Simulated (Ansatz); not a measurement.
Cartesian coordinates in Å:
```
C -1.7966 -0.1466 -0.0525
C -0.8539 1.0386 -0.1284
S 0.6791 0.8552 0.8147
C 1.5601 -0.3259 -0.2239
S 3.1117 -0.8165 0.5436
H -2.0654 -0.3616 0.9830
H -1.3487 -1.0476 -0.4766
H -2.7143 0.0576 -0.6118
H -1.3228 1.9303 0.2954
H -0.5985 1.2824 -1.1637
H 0.9468 -1.2032 -0.4285
H 1.8394 0.1365 -1.1735
H 2.5631 -1.3992 1.6222
```

Charge 0, multiplicity 1.

Task: List the B3LYP/def2-TZVPP orbital energies in eV (Ansatz). (An estimate is asked.)

Result: The calculation gave: Occupied: -2418.00, -2417.71, -278.39, -277.68, -276.85, -215.98, -215.68, -160.56, -160.47, -160.31, -160.26, -160.17, -160.00, -22.65, -21.35, -19.25, -17.47, -15.98, -12.99, -12.76, -12.13, -11.36, -11.07, -10.47, -9.98, -9.21, -8.62, -6.77, -6.26. Lowest empty: 0.00, 0.52, 1.11, 1.24, 1.63, 1.99, 2.06, 2.78.

B3LYP here is the variant with VWN-RPA as its local correlation; programs differ in this.
